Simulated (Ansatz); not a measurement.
# BH3O (SMILES BO): BCCD(T)/STO-3G

Aim: the energy change on altering one bond length of BH3O at BCCD(T)/STO-3G, from 2 runs. 

The calculation is run with Ansatz 0.2.0.

46 further runs of the same task are left out: 46 set aside as unsound or not needed.

### Step 1. Starting point

BH3O has 5 atoms, charge 0, and is taken as a singlet. SMILES: `BO`. The coordinates come from a PBE0-D4/def2-TZVP relaxation.

Bond lengths: B1–O2 1.348 Å, B1–H3 1.196 Å, B1–H4 1.202 Å, O2–H5 0.961 Å. Angles: B1–O2–H5 113.5°, O2–B1–H3 116.8°, O2–B1–H4 120.7°, H3–B1–H4 122.5°.

### Step 2. A single-point energy at BCCD(T)/STO-3G

molecule.yaml reads:

```yaml
crystal:
  periodic: [false, false, false]
  atoms:
    - {symbol: B, position_ang: [-0.226600, -0.352800, 0.074700]}
    - {symbol: O, position_ang: [0.413500, 0.801800, 0.345900]}
    - {symbol: H, position_ang: [-0.820300, -0.865500, 0.977800]}
    - {symbol: H, position_ang: [-0.190600, -0.828900, -1.028100]}
    - {symbol: H, position_ang: [0.874000, 1.171800, -0.411700]}
basis:
  gaussian: {orbitals: STO-3G}
correlation: {method: bccd_t, frozen_orbitals: {B: 1, H: 0, O: 1}}
accuracy: high
scf: {omitted_lower_state_checks: [cluster_reference, increment]}
```

The run is started by

```bash
$ ansatz run molecule.yaml --threads 1 --pin off --max-ram 2610MiB --events-out events.jsonl --progress --plain --runs-dir runs
```

Output, cut to the lines that bear on the results:

```text
Warning: RAYON_NUM_THREADS=1 ignored (pool sized by the plan → 1); use --threads N
Functional definition: HF
  name "HF"
[...]
207 factors; integrals over basis functions are off by at most 3.6e-8 eV
[...]
mean field -2720.69275049 eV, -99.9836144286 hartree, gradient 7.7e-8 eV, S^2 0.000000; 0 other end points of the search recorded, 0 dependent functions left out
2 core orbitals not correlated: weight in the atoms' cores, before any rotation towards them, 1.000 or more for the frozen orbitals, at most 0.000 for the correlated occupied ones
reference -2720.69275049 eV, -99.9836144286 hartree; 6, 6 occupied and 5, 5 virtual orbitals, 207 factors
second order -2.27513301 eV of doubles, -0.00000000 eV of singles
cycle   1  -2.61745289 eV  change   -3.4e-1 eV  update   7.9e-2
[...]
cycle  20  -2.87996412 eV  change  -1.3e-10 eV  update  1.2e-10
perturbative correction -0.11562427 eV, -0.0042491134 hartree
Total energy: -2723.68833888 eV, -100.0937002714 hartree
Checks for a lower state left out: cluster_reference, increment
```

Run time: 0.14 s. Hardware: 1 thread of Arm Neoverse V1, shared host.

### Step 3. The distorted shape, same level

molecule.yaml reads:

```yaml
crystal:
  periodic: [false, false, false]
  atoms:
    - {symbol: B, position_ang: [-0.341745, -0.445316, 0.264133]}
    - {symbol: O, position_ang: [0.298355, 0.709284, 0.535333]}
    - {symbol: H, position_ang: [-0.935445, -0.958016, 1.167233]}
    - {symbol: H, position_ang: [-0.305745, -0.921416, -0.838667]}
    - {symbol: H, position_ang: [0.874000, 1.171800, -0.411700]}
basis:
  gaussian: {orbitals: STO-3G}
correlation: {method: bccd_t, frozen_orbitals: {B: 1, H: 0, O: 1}}
accuracy: high
scf: {omitted_lower_state_checks: [cluster_reference, increment]}
```

The run is started by

```bash
$ ansatz run molecule.yaml --threads 1 --pin off --max-ram 2610MiB --events-out events.jsonl --progress --plain --runs-dir runs
```

Output, cut to the lines that bear on the results:

```text
Warning: RAYON_NUM_THREADS=1 ignored (pool sized by the plan → 1); use --threads N
Functional definition: HF
  name "HF"
[...]
208 factors; integrals over basis functions are off by at most 2.4e-8 eV
[...]
mean field -2719.66033430 eV, -99.9456738334 hartree, gradient 1.7e-8 eV, S^2 0.000000; 0 other end points of the search recorded, 0 dependent functions left out
2 core orbitals not correlated: weight in the atoms' cores, before any rotation towards them, 1.000 or more for the frozen orbitals, at most 0.000 for the correlated occupied ones
reference -2719.66033430 eV, -99.9456738334 hartree; 6, 6 occupied and 5, 5 virtual orbitals, 208 factors
second order -2.66614570 eV of doubles, -0.00000000 eV of singles
cycle   1  -3.07273775 eV  change   -4.1e-1 eV  update   8.9e-2
[...]
cycle  20  -3.42378826 eV  change  -3.5e-10 eV  update  1.7e-10
perturbative correction -0.13104627 eV, -0.0048158615 hartree
Total energy: -2723.21516883 eV, -100.0763115928 hartree
Checks for a lower state left out: cluster_reference, increment
```

Wall time 0.12 s (1 thread of Arm Neoverse V1, shared host).

### Step 4. What came out

At BCCD(T)/STO-3G, 2 core orbitals frozen:

| quantity | value |
| --- | --- |
| first shape: total energy | -100.09370 Eh |
| first shape: correlation energy (2 core orbitals frozen) | -110.1 mEh |
| first shape: (T) correction | -4.25 mEh |
| distorted shape: total energy | -100.07631 Eh |
| distorted shape: correlation energy (2 core orbitals frozen) | -130.6 mEh |
| distorted shape: (T) correction | -4.82 mEh |
| energy change with the O2–H5 bond stretched from 0.961 to 1.201 Å | 0.473 eV |

In words: With the O2–H5 bond stretched from 0.961 to 1.201 Å the energy rises by 0.47 eV (45.7 kJ/mol). The first shape isn't relaxed at this level, so the change isn't measured from a minimum. The minimal basis adds a large error of its own. The triples (first shape) make up 3.9 % of the correlation energy. The triples (distorted shape) make up 3.7 % of the correlation energy.
